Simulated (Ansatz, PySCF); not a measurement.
Molecule: HS (charge 0, doublet). 
Coordinates optimised at B3LYP-D3(BJ)/def2-TZVP (Ansatz, a quantum-chemistry and plane-wave program):
SMILES: [SH]
```xyz
2

S      0.0000     0.0000    -0.0793
H      0.0000     0.0000     1.2681
```
Charge 0, spin multiplicity 2.


Wanted: enthalpy of formation at 298 K (from the atomisation energy, B3LYP-D3(BJ)/def2-TZVP harmonic zero-point and thermal terms from PySCF, and the atoms' enthalpies of formation in the G2/97 table; no spin-orbit terms, and no core term in the frozen-core levels), in kcal/mol. Cores are frozen in the correlated levels unless marked. UHF or UKS for open shells. No spin-orbit coupling. No relativistic terms. The coupled-cluster limit lacks core correlation, which all-electron functionals hold. Basis-set limits of correlation are two-point, X^-3; Hartree-Fock from the larger set (for Q and 5 zeta extrapolated as (X+1)exp(-9√X)).

Measured: 34.2 kcal/mol (G2/97 table in ASE (Curtiss et al.)); it holds spin-orbit and relativistic effects, which these rows lack, and core correlation, which the frozen-core levels lack. This is an older compilation, not checked against later work.

```tsv
level	program	enthalpy of formation at 298 K (kcal/mol)	error against measurement
BHLYP-D4/def2-TZVPD	Ansatz + dftd4	35.3	1.1
RPA@PBE/cc-pV(Q+d)Z	Ansatz	36.5	2.3
MP2/def2-SVPD	Ansatz	42.1	7.9
SCS-MP2/aug-cc-pV(D+d)Z	Ansatz	40.5	6.3
SCS-MP2/cc-pV(D+d)Z	Ansatz	42.6	8.4
CCSD/cc-pV(Q+d)Z	Ansatz	35.7	1.5
CCSD(T)/CBS(cc-pV(Q+d)Z,cc-pV(5+d)Z)	Ansatz	33.6	-0.6
```
